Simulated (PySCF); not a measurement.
Method: B3LYP-D3(BJ)/def2-TZVP // TPSS-D3(BJ)/def2-SVP (PySCF 2.14.0). Gas-phase values, no solvent. B3LYP has the VWN-RPA correlation part, as in Gaussian. 

Reference species (SMILES): `[NH2]` (neutral, multiplicity 2).

| Quantity | Result |
|---|---|
| highest occupied spin orbital | -8.54 eV |

Changed species: `[OH]` (free radical OH; the reference has free radical NH2).

Predict the effect on the highest occupied spin orbital.

the highest occupied spin orbital decreases by 0.28 eV, to -8.82 eV.
